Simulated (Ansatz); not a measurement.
**SiCl, doublet in 6-31G: errors against full CI**

Geometry: a point of a stretch scan, not a stationary point.

```xyz
2

Si    0.0000    0.0000    0.0000
Cl    0.0000    0.0000    3.3380
```

Basis 6-31G; Ansatz 0.2.0. Only valence electrons are correlated (noble-gas cores frozen), which leaves 11 electrons in 16 orbitals. R marks a restricted (for open shells ROHF) determinant, U an unrestricted one. Active spaces: pair = (3e, 3o) about the gap; valence = (11e, 8o) chosen from the atoms' valence shells.

Full CI is exact within this basis and frozen core; it isn't the basis-set limit. The frozen core follows each run's orbitals, which can shift R against U totals by a few meV.

Unrestricted rows (U) aren't spin-pure: their determinants' ⟨S²⟩ exceeds S(S+1) by up to 0.70, so they mix in states of higher spin. For open shells CISD and CISDTQ are restricted-active-space CI with the open shells as a complete middle space.

The UHF ⟨S²⟩ is 1.455. The T1 diagnostic (RCCSD) is 0.0510. The largest doubles amplitude (RCCSD) is 0.182. The T1 diagnostic (UCCSD) is 0.0990.

```tsv
level	E − E(full CI) (kJ/mol)	share of correlation (%)	wall time
RHF	260.1	0.00	–
UHF	225.6	13.24	–
RMP2	67.2	74.15	–
UMP2	91.5	64.83	–
CISD	27.3	89.52	0.6 s
RCCSD	13.7	94.74	–
UCCSD	9.9	96.21	–
RCCSD(T)	2.9	98.90	1.3 s
UCCSD(T)	4.4	98.29	2.4 s
BCCD(T)	4.9	98.13	1.5 s
RCCSDT	0.8	99.71	–
UCCSDT	0.1	99.95	–
CISDTQ	1.3	99.52	12 s
RCCSDT(Q)	-0.6	100.21	4.5 s
UCCSDT(Q)	-1.1	100.43	8.5 s
RCCSDTQ	-0.1	100.03	54 s
UCCSDTQ	0.0	100.00	79 s
CASSCF (pair space)	191.8	26.25	–
NEVPT2 (pair space)	53.4	79.46	0.57 s
CASSCF (valence space)	145.1	44.21	–
NEVPT2 (valence space)	41.2	84.16	0.84 s
MRCISD (valence space)	8.7	96.65	–
MRCISD+Q (valence space)	4.0	98.47	1.4 s
```

The correlation energy at full CI, counted from RHF, is -2.696 eV. That run took 2.8 min on 1 thread of AMD EPYC 9R45, shared host over 8,744,736 determinants.

Times hold each run's SCF and search for its determinant on a shared host, so for small cases they say little of a method's own cost; they ran on 1 thread of AMD EPYC 9R45.

Not variational, and here over 5 meV under the exact energy: RCCSDT(Q), UCCSDT(Q).

The full-CI state has the irrep B1 of C2v, in the program's axes (one component, if the state is degenerate).

Natural occupations of full CI about the gap: 1.991 1.983 1.962 1.942 1.854 0.999 0.151 0.059 0.013 0.012; effectively unpaired electrons, Σ n²(2−n)², 1.19.
